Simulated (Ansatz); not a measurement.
We consider CsCl-type TlBr, described by PBE+SOC (PAW; Ansatz, a first-principles code).

Numerical settings: plane-wave cutoff 520 eV, 8×8×8 k mesh, Fermi–Dirac smearing 0.01 eV, PAW data made under PBE.

Pressure at four volumes; x = ln(V/33.017 Å³). One pressure is withheld.

```tsv
V (Å³/atom)	x	P (GPa)
31.036	-0.0619	?
31.697	-0.0408	0.909
33.017	0.0000	0.000
34.998	0.0583	-1.005
```

Q: Pass a parabola P(x) through the three rows shown, estimate the bulk modulus and its pressure derivative near zero pressure, and predict the withheld pressure.

A: Slopes between the rows: (0.000 − (0.909))/(0.0000 − (-0.0408)) = -22.28 and (-1.005 − (0.000))/(0.0583 − (0.0000)) = -17.24 GPa. Their difference over the span 0.0991 is c = 5.04/0.0991 = 50.9 GPa, so P(x) = 0.909 + (-22.28)(x − (-0.0408)) + 50.9 (x − (-0.0408))(x − (0.0000)). At the middle row B = −dP/dx = −[-22.28 + 50.9 × 0.0408] = 20.2 GPa, and B′ = dB/dP = 2c/B = 5.0. At x = -0.0619 the parabola gives 1.446 GPa; the run gives 1.454 GPa. The Birch–Murnaghan fit to the energies at all volumes has B0 = 20.0 GPa and B′ = 5.2.
